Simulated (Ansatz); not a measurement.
**Structure relaxation of SnP2**

These are results of Ansatz, DFT r2SCAN, scalar-relativistic, plane waves, PAW, not measurements. Cutoff 500 eV, Γ-centred k mesh, Gaussian smearing, no spin polarisation in the final step.

A relaxed cell is given with its space group left out.

```
CELL_PARAMETERS angstrom
4.24509 0.00000 0.00000
-2.12255 3.67636 0.00000
0.00000 0.00000 3.81354
ATOMIC_POSITIONS crystal
Sn 0.00000 0.00000 0.00000
P 0.33333 0.66667 0.50000
P 0.66667 0.33333 0.50000
```

The zero of energy is the elements' standard structures at the same level; no fitted shifts are applied.

Task: What space group does it have?

Result: P6/mmm (No. 191). Conventional cell: a = 4.245 Å, c = 3.814 Å. Sn has 12 P at 3.11 Å; around P lie 3 P at 2.45 Å.

Task: What is its formation energy per atom?

Result: 0.56 eV/atom.

Task: Is it a metal?

Result: Yes, bands cross the Fermi level on the 12×12×12 mesh.

The final run used a 12×12×12 mesh on its 3-atom cell and 0.10 eV smearing. For metals, differences of a few meV/atom aren't resolved. The cell came from a trial start, so SnP2 may not exist in this structure.

Cost: 3 runs of about 0.87 core-minutes in all, on Intel Xeon 6975P-C (Granite Rapids) (shared hosts).